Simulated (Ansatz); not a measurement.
## Bend profile

CH$_{2}$B (SMILES [B]=C), doublet, at its PBE0-D4/def2-TZVP minimum:

```
4
angstrom
B 0.1540 -0.9716 0.8808
C -0.0072 0.0451 -0.0409
H 0.5771 0.9587 0.0128
H -0.7240 -0.0321 -0.8527
```

The angle B1–C2–H3 (121.6° at the minimum) is set to the values below, B1, with anything bonded beyond it, turning rigidly in the plane of the angle. Each method's energies count from its own value at the PBE0-D4 minimum structure. Computed with Ansatz 0.2.0 (basis: def2-TZVPP); correlated methods freeze the cores; orbitals are unrestricted. B3LYP uses VWN-RPA correlation.

CCSD(T) energies along the scan:
```json
{"angle (°)": "103.6", "CCSD(T) (kcal/mol)": "1.59"}
{"angle (°)": "108.1", "CCSD(T) (kcal/mol)": "0.91"}
{"angle (°)": "112.6", "CCSD(T) (kcal/mol)": "0.41"}
{"angle (°)": "117.1", "CCSD(T) (kcal/mol)": "0.10"}
{"angle (°)": "121.6", "CCSD(T) (kcal/mol)": "0.00"}
{"angle (°)": "126.1", "CCSD(T) (kcal/mol)": "0.10"}
{"angle (°)": "130.6", "CCSD(T) (kcal/mol)": "0.41"}
{"angle (°)": "135.1", "CCSD(T) (kcal/mol)": "0.92"}
{"angle (°)": "139.6", "CCSD(T) (kcal/mol)": "1.60"}
```
They count from the CCSD(T) energy at the PBE0-D4 minimum.

Largest difference from the CCSD(T) curve over the scan: PBE-D4 0.10; PBE0-D4 0.05; B3LYP-D4 0.27; MP2 0.18 kcal/mol. Each curve counts from its own value at the minimum.

The T1 diagnostic stays at or below 0.046. ⟨S²⟩ of the unrestricted Hartree–Fock references: 0.92 (a pure state has 0.75). The T1 diagnostic is large here, which may signal multireference character or strong orbital relaxation, so CCSD(T) is less sure. The unrestricted reference is spin-contaminated, which hurts MP2 most.

For scale, one of the runs: CCSD(T)/def2-TZVPP, 90 basis functions (an equivalent command: `ansatz run in.yaml --threads 2`). Hardware: 2 CPU threads, shared host. Wall time about 3.2 s.
